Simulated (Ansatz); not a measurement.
# H2SO (triplet): wave-function methods side by side at distance O1–H3 along a hydrogen transfer = 1.282 Å, cc-pVTZ

One table from this session's results is given with a row withheld; the runs are named, their logs left out.

Computed with Ansatz 0.2.0, Gaussian basis. Level: cc-pVTZ, core rule «outside noble gas», up to 6 orbitals frozen.

Plan: UHF; CCSD(T) on ROHF; CCSD(T) on UHF; BCCD(T) on ROHF; CCSDT(Q) on ROHF; CCSDT(Q) on UHF; CASSCF and NEVPT2, 4 electrons in 4 orbitals; CASSCF and NEVPT2, 14 electrons in 10 orbitals.

## What is computed

The geometry derives from fragments relaxed apart (PBE0/def2-TZVP) and kept rigid, so it is no stationary point. A hydrogen atom is moved between rigid fragments.

4 atoms, charge 0, spin multiplicity 3.

Atoms are counted from 1 here; the program's logs count them from 0.

Bond lengths: O1–H2 0.960 Å, H3–S4 1.380 Å.

Set-up of the first run:

File in.yaml:

```yaml
crystal:
  periodic: [false, false, false]
  atoms:
    - {symbol: O, position_ang: [-0.923673, -0.231644, 0.000000]}
    - {symbol: H, position_ang: [-1.172982, 0.694932, 0.000000]}
    - {symbol: H, position_ang: [0.358327, -0.231644, 0.000000]}
    - {symbol: S, position_ang: [1.738327, -0.231644, 0.000000]}
basis:
  gaussian: {orbitals: cc-pVTZ}
magnetization: {spin_polarized: true, initial_magnetization: 2}
hamiltonian: {xc: hf}
output: {orbitals: {seedname: orbitals}}
```

Command:

```sh
> ansatz run in.yaml --threads 1 --pin off --events-out ev --progress --plain --max-ram 4096MiB --backend cpu
```

Steps of the session up to this table: UHF; CCSD(T) on ROHF; CCSD(T) on UHF; BCCD(T) on ROHF; CCSDT(Q) on ROHF; CCSDT(Q) on UHF; CASSCF and NEVPT2, 4 electrons in 4 orbitals; CASSCF and NEVPT2, 14 electrons in 10 orbitals.

One of the session's tables, all rows but one given; the rest of the session is left out.

| method | from UCCSDT(Q) (meV) |
| --- | --- |
| ROHF | +12183.8 |
| UHF | +11761.5 |
| RMP2 | +1467.5 |
| UMP2 | +1491.9 |
| RCCSD | +495.5 |
| UCCSD | +479.8 |
| RCCSD(T) | +64.3 |
| UCCSD(T) | +64.7 |
| BCCD(T) | +57.2 |
| RCCSDT | +26.7 |
| UCCSDT | +23.9 |
| RCCSDT(Q) | +2.5 |
| UCCSDT(Q) | 0 |
| CASSCF pair | +11504.0 |
| NEVPT2 pair | +1312.1 |
| CASSCF valence | +10527.3 |
| NEVPT2 valence | ? |

**Question.** Estimate the row for NEVPT2 valence.

The run gave: from UCCSDT(Q) (meV): +1945.3. In the column «from UCCSDT(Q) (meV)» it lies between UMP2 (+1491.9) and CASSCF valence (+10527.3).

Among the levels timed on like hardware and quicker than the yardstick, those that no quicker one beats, quickest first: NEVPT2 pair (2.7 s, +1312.1 meV); UCCSD(T) (4.3 s, +64.7 meV); BCCD(T) (4.7 s, +57.2 meV).

Limits of these values: Of the multireference levels listed NEVPT2 pair comes nearest in total energy (+1312.1 meV), which doesn't show that its space is the better one. Restricted and unrestricted rows rest on different reference determinants; where their highest levels disagree by more than a few hundredths of an eV, they describe different states and don't form one ladder.
